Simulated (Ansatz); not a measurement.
Mulliken charges of `N/C(F)=C\O` from PBE/def2-TZVPP in Ansatz (PBE0-D4/def2-TZVP geometry).

```
atom   x (Å)   y (Å)   z (Å)  charge (e)
  N1   0.309   1.167  -0.253      -0.356
  C2   0.565  -0.188  -0.077       0.137
  F3   1.844  -0.608  -0.251      -0.171
  C4  -0.378  -1.062   0.247      -0.004
  O5  -1.670  -0.720   0.437      -0.263
  H6   0.503   1.489  -1.194       0.176
  H7   0.808   1.754   0.405       0.176
  H8  -0.170  -2.115   0.382       0.108
  H9  -1.721   0.236   0.288       0.195
```

By hand: the dipole of these point charges (1 e Å = 4.8032 D).

Σ q r = (-0.030, 0.245, -0.035) e Å, of length 0.249 e Å = 1.20 D.

How does the dipole of the full density compare? (Best estimate.)

Ansatz gave: (0.062, 0.421, -0.082) e Å, 2.08 D; the point charges give 0.58 times that, at 15° from its direction.

Point charges leave out the atoms' own dipoles, such as those of lone pairs, and Mulliken's split depends on the basis, so the two needn't agree.
